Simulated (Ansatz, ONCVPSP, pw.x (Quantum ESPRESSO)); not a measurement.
## What a changed setting does to a pw.x run (bcc Mo)

Potential: optimised norm-conserving Vanderbilt (ONCV), ONCVPSP 4.0.1.1 (patched build), PBE; core [Ar] 3d10, reference 4s2 4p6 4d5 5s1; waves: 4s+5s: rc 2.58 bohr, ncon 3, nbas 7, qcut 7.1 1/bohr, 2 projectors; 4p: rc 2.00 bohr, ncon 4, nbas 8, qcut 7.8 1/bohr, 3 projectors, debl 0.5 Ha; 4d: rc 2.84 bohr, ncon 4, nbas 9, qcut 5.7 1/bohr, 3 projectors, debl 1.2 Ha; local part: polynomial inside 1.94 bohr (lpopt 5, dvloc0 3 Ha); core correction: Teter function, fcfact 5.25, rcfact 1.65. In the p channel the program set the typed energies aside and used -1.414, 0.250, 0.750 Ha.

The reference run (k-mesh 15³, cutoffs 50/200 Ry, Fermi–Dirac 0.01 Ry, mixing_beta 0.4, conv_thr 1e-9, no spin) gives 3.72 GPa at 15.802 Å³/atom, where all-electron LAPW gives -0.00 GPa. This run, with its own iteration cap, changes nspin = 2 with starting_magnetization to 0.2.

```
&control
  calculation='scf', prefix='x', pseudo_dir='./', outdir='./tmp', tstress=.true., disk_io='none'
/
&system
  ibrav=0, nat=1, ntyp=1, ecutwfc=50, ecutrho=200, nbnd=15,
  occupations='smearing', smearing='fd', degauss=0.01, nspin=2, starting_magnetization(1)=0.2
/
&electrons
  conv_thr=1e-09, mixing_beta=0.4, electron_maxstep=60
/
ATOMIC_SPECIES
Mo 1.0 Mo.UPF
CELL_PARAMETERS angstrom
  -1.58082582 1.58082582 1.58082582
  1.58082582 -1.58082582 1.58082582
  1.58082582 1.58082582 -1.58082582
ATOMIC_POSITIONS crystal
Mo 0.0000 0.0000 0.0000
K_POINTS automatic
15 15 15 0 0 0
```

```bash
pw.x < Mo.scf.in > Mo.scf.out
```

How does the run end?

It converges in 9 iterations; the free energy moves by +0.0 meV/atom and the pressure by +0.02 GPa. The result is that of the reference run.

```
Message from routine setup:
     using ibrav=0 with symmetry is DISCOURAGED, use correct ibrav instead
     lattice parameter (alat)  =       5.1742  a.u.
     unit-cell volume          =     106.6372 (a.u.)^3
     number of electrons       =        14.00
     number of Kohn-Sham states=           15
     kinetic-energy cutoff     =      50.0000  Ry
     charge density cutoff     =     200.0000  Ry
     scf convergence threshold =      1.0E-09
     Exchange-correlation= PBE
     atomic species   magnetization
     number of k points=   120  Fermi-Dirac smearing, width (Ry)=  0.0100
     iteration #  1     ecut=    50.00 Ry     beta= 0.40
     total energy              =    -152.76298540 Ry
     estimated scf accuracy    <       0.16557882 Ry
     total magnetization       =     0.41 Bohr mag/cell
     absolute magnetization    =     0.41 Bohr mag/cell
     iteration #  2     ecut=    50.00 Ry     beta= 0.40
     total energy              =    -152.78739117 Ry
     estimated scf accuracy    <       0.03867266 Ry
     total magnetization       =     0.31 Bohr mag/cell
     absolute magnetization    =     0.31 Bohr mag/cell
     iteration #  3     ecut=    50.00 Ry     beta= 0.40
     total energy              =    -152.79525615 Ry
     estimated scf accuracy    <       0.00414919 Ry
     total magnetization       =     0.15 Bohr mag/cell
     absolute magnetization    =     0.15 Bohr mag/cell
     [... 3 iterations left out ...]
     iteration #  7     ecut=    50.00 Ry     beta= 0.40
     total energy              =    -152.79657662 Ry
     estimated scf accuracy    <       0.00000013 Ry
     total magnetization       =     0.00 Bohr mag/cell
     absolute magnetization    =     0.00 Bohr mag/cell
     iteration #  8     ecut=    50.00 Ry     beta= 0.40
     total energy              =    -152.79657679 Ry
     estimated scf accuracy    <       0.00000001 Ry
     total magnetization       =    -0.00 Bohr mag/cell
     absolute magnetization    =     0.00 Bohr mag/cell
     iteration #  9     ecut=    50.00 Ry     beta= 0.40
     the Fermi energy is    21.1851 ev
!    total energy              =    -152.79657681 Ry
     estimated scf accuracy    <          2.9E-10 Ry
     smearing contrib. (-TS)   =      -0.00297082 Ry
     The total energy is F=E-TS. E is the sum of the following terms:
     one-electron contribution =     -16.61016318 Ry
     hartree contribution      =      18.10465040 Ry
     xc contribution           =     -34.90217504 Ry
     ewald contribution        =    -119.38591817 Ry
     total magnetization       =    -0.00 Bohr mag/cell
     absolute magnetization    =     0.00 Bohr mag/cell
     convergence has been achieved in   9 iterations
          total   stress  (Ry/bohr**3)                   (kbar)     P=       37.38
     Message from routine punch:
     Nothing written, as per user request (disk_io='none')
```

The run took about 47 s on one core of a shared host (Neoverse-N1, 64 threads, 124 GiB, load 54).
